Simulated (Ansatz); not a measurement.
Cost and result for the atomization energy of C2H8N2O (`NCNCO`) (13 atoms, 12 bonds).

```tsv
atom	x (Å)	y (Å)	z (Å)
N1	0.5982	-1.5736	0.1690
C2	-0.0089	-0.5577	1.0178
N3	-0.9222	0.3022	0.3117
C4	-0.3404	1.3228	-0.4908
O5	0.5754	0.9000	-1.4996
H6	1.0578	-2.2806	0.7297
H7	1.2908	-1.1479	-0.4352
H8	0.7201	0.1021	1.5111
H9	-0.5589	-1.0776	1.8077
H10	-1.6067	-0.2444	-0.1958
H11	0.2517	1.9820	0.1482
H12	-1.1501	1.9097	-0.9387
H13	0.0932	0.3632	-2.1351
```

Total charge 0; spin multiplicity 1. The geometry is a stationary point of PBE0-D4/def2-TZVP. It is one conformer, not always the lowest. Program: Ansatz. All runs use 4 threads of an Arm Neoverse N1 on a shared host. Times are those of one run each, without the atoms' runs, and a repeat can differ threefold. Electronic energies, without spin–orbit coupling; frozen cores. CCSD(T)/CBS adds CCSD(T) − MP2 in def2-TZVPP to the MP2 limit, and its time is that of the two runs behind it. T1 = 0.010. B3LYP takes the VWN-RPA correlation (the form of Gaussian; ORCA's B3LYP/G).

CCSD(T)/CBS is a level of theory with its own doubt, some kJ/mol a heavy atom from the limit and from the frozen cores, so smaller differences don't rank the functionals.

| level | functions | wall time | atomization (kJ/mol) | difference from CCSD(T)/CBS | per bond |
| --- | --- | --- | --- | --- | --- |
| PBE-D4/def2-TZVPP (with forces) | 267 | 4.1 s | 4927.9 | 133.4 | 11.1 |
| PBE0-D4/def2-TZVPP | 267 | 4.5 s | 4808.4 | 13.9 | 1.2 |
| B3LYP-D4/def2-TZVPP (with forces) | 267 | 7.5 s | 4809.8 | 15.3 | 1.3 |
| r2SCAN-D4/def2-TZVPP (with forces) | 267 | 8 s | 4776.4 | -18.1 | -1.5 |
| B2PLYP/def2-TZVPP | 267 | 9 s | 4745.9 | -48.6 | -4.0 |
| ωB97X-V/def2-TZVPP | 267 | 12 s | 4811.9 | 17.4 | 1.5 |
| ωB97M-V/def2-TZVPP (with forces) | 267 | 18 s | 4816.3 | 21.8 | 1.8 |
| MP2/def2-QZVPP | 525 | 44 s | 4803.2 | 8.7 | 0.7 |
| CCSD(T)/def2-TZVPP | 267 | 6.1 min | 4651.9 | -142.6 | -11.9 |
| CCSD(T)/CBS(def2) | – | 6.8 min | 4794.5 | 0.0 | 0.0 |

From PBE to PBE0 (25 % exact exchange), in def2-TZVPP and without D4, the atomization energy moves by −115.9 kJ/mol: exact exchange takes away binding that semilocal exchange gives to molecules. The D4 term adds +33.7 kJ/mol with B3LYP and +17.7 kJ/mol with PBE0; it sums over pairs of atoms, weighted by their polarisabilities, and B3LYP, whose exchange is more repulsive, gets the larger term. In def2-TZVPP, CCSD(T) changes the Hartree–Fock value by +1388.5 kJ/mol (the triples alone add +76.3 kJ/mol) and MP2 by +1455.5 kJ/mol; breaking electron pairs costs correlation energy, which Hartree–Fock lacks.
